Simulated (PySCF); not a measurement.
Oxygen: a sound run and one with changed settings

Sound run: O [He] 2s2 2p4, O⁺ [He] 2s2 2p3. Computed with PySCF 2.14 in cc-pVTZ, with no relativity, point nucleus. In the sound run the correlated levels freeze 1s2. The sound run starts from symmetry-adapted Hartree-Fock orbitals and uses a fine grid where one is needed.

Changed run: basis STO-3G. This setting is unsound on purpose.

| species | method | sound run (hartree) | changed run (hartree) | converged |
| --- | --- | --- | --- | --- |
| O | UHF | -74.81176 | -73.80415 | yes |
| O | TPSS | -75.10065 | -74.05761 | yes |
| O | B3LYP | -75.09186 | -74.03485 | yes |
| O | MP2 | -74.95490 | -73.80415 | yes |
| O⁺ | UHF | -74.37037 | -73.44358 | yes |
| O⁺ | TPSS | -74.58675 | -73.63352 | yes |
| O⁺ | B3LYP | -74.57417 | -73.60827 | yes |
| O⁺ | MP2 | -74.46801 | -73.44358 | yes |

Ionisation energy of O:

```csv
method,sound run (eV),changed run (eV)
UHF,12.011,9.812
TPSS,13.984,11.540
B3LYP,14.087,11.608
MP2,13.249,9.812
SCS-MP2,13.347,9.812
```

A minimal basis cannot let orbitals breathe on ionisation and holds almost no correlation.

For comparison, NIST gives 13.618 eV between the lowest levels.
